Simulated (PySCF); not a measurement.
Molecule: SMILES O=CC1CC1, C$_{4}$H$_{6}$O.

Bonds (- single, = double, # triple, : aromatic): O1=C2 1.202 Å, C2-C3 1.477 Å, C3-C4 1.513 Å, C4-C5 1.482 Å, C5-C3 1.513 Å. C2 carries H6; C3 carries H7; C4 carries H8, H9; C5 carries H10, H11. H9, H11 are cis to C2 on the ring; H8, H10 are trans to C2 on the ring.

Geometry PBE0-D3(BJ)/def2-SVP throughout; GIAO in PySCF 2.14, gas phase, one conformer, non-relativistic; equivalent atoms averaged; functional PBE0.

For orientation, pcSseg-0 gives these shifts δ (against H2O, TMS at the same level): O1 758.6, C2 214.4, C3 26.2, C4/C5 7.8, H6 9.19, H7 1.51, H9/H11 1.17, H8/H10 1.37 ppm.

A run gave: O1 641.7, C2 193.0, C3 25.1, C4/C5 7.6, H6 9.51, H7 1.62, H9/H11 1.11, H8/H10 1.19 ppm (shifts δ (against H2O, TMS at the same level)).

Q: Which basis set was used in that run?
A. cc-pVTZ
B. 6-311+G(2d,p)
C. STO-3G
D. 6-31G

A: D. C2 tells them apart best: 6-31G gives 193.0, STO-3G gives 132.0, cc-pVTZ gives 201.0, 6-311+G(2d,p) gives 201.3 ppm.
